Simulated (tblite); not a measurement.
Species: C4H2FO (doublet state).
Numbering: `[CH2:1][c:2]1[c:3]([F:4])[c:5]1=[O:6]` (hydrogens: H7, H8 on C1)

Structure used (GFN2-xTB), in Å, numbered top down from 1:
```xyz
8
C4H2FO angstrom
C      1.456   -0.109   -0.214
C      0.131   -0.033   -0.028
C     -1.099   -0.571    0.342
F     -1.776   -1.706    0.270
C     -1.115    0.798    0.094
O     -1.607    1.884    0.037
H      2.019   -0.964    0.125
H      2.001    0.709   -0.651
```

The geometry is computed with GFN2-xTB (gas phase). This method treats the open shell by occupation alone, without spin polarisation.

Masses are those of the commonest isotopes; rigid-rotor values at the optimised geometry. The values belong to one conformer with, in the numbering `[CH2:1][c:2]1[c:3]([F:4])[c:5]1=[O:6]`, H–C1–C2–C3 -9° and 175°.

(1) What are A, B and C (MHz)?

(2) What kind of rotor is it?

(3) Is it planar, by Δ = Ic − Ia − Ib?

(4) List the rotational levels J(Ka,Kc) to J = 5 (K).

(5) Estimate the classical rotational partition function at 10 K, 50 K and 500 K.

## Answers

(1) Ia = 118.87, Ib = 128.10, Ic = 245.64 u·Å²; 505379 MHz·u·Å²/I gives A = 4252, B = 3945, C = 2057 MHz.

(2) An asymmetric top: κ = (2 × 3945 − 4252 − 2057)/(4252 − 2057) = 0.72.

(3) Not planar: Δ = Ic − Ia − Ib = -1.33 u·Å². For a rigid frame Δ = −2 Σ m c², so Σ m c² = 0.66 u·Å² lies off the ab plane: 0.21 from hydrogen and 0.45 from heavier atoms. The atom farthest from that plane is 0.33 Å away.

(4) Above 0(0,0), as E/k:
J = 1: 1(0,1) 0.288, 1(1,1) 0.303, 1(1,0) 0.393
J = 2: 2(0,2) 0.787, 2(1,2) 0.788, 2(1,1) 1.060, 2(2,1) 1.104, 2(2,0) 1.182
J = 3: 3(0,3) 1.478, 3(1,3) 1.478, 3(1,2) 1.960, 3(2,2) 1.968, 3(2,1) 2.219, 3(3,1) 2.307, 3(3,0) 2.368
J = 4: 4(0,4) 2.365, 4(1,4) 2.365, 4(1,3) 3.047, 4(2,3) 3.048, 4(2,2) 3.520, 4(3,2) 3.543, 4(3,1) 3.767, 4(4,1) 3.913, 4(4,0) 3.957
J = 5: 5(0,5) 3.450, 5(1,5) 3.450, 5(1,4) 4.328, 5(2,4) 4.329, 5(2,3) 5.007, 5(3,3) 5.011, 5(3,2) 5.462, 5(4,2) 5.514, 5(4,1) 5.706, 5(5,1) 5.923, 5(5,0) 5.952

(5) Point group C1, symmetry number σ = 1; q = (√π/σ)·√((kT/h)³/(ABC)), k/h = 20836.6 MHz/K: 908 at 10 K, 10100 at 50 K, 321000 at 500 K.

For this open shell read J as N, the rotation without spin; fine and hyperfine splittings come on top. Its GFN2-xTB frequencies are all real (lowest 195 cm⁻¹). Constants of a rigid frame at the computed geometry: no zero-point averaging, no centrifugal distortion.

Hardware: one thread, AMD EPYC 7B13 (x86_64) (shared host). Cost: 0.13 s. This is the geometry optimisation.
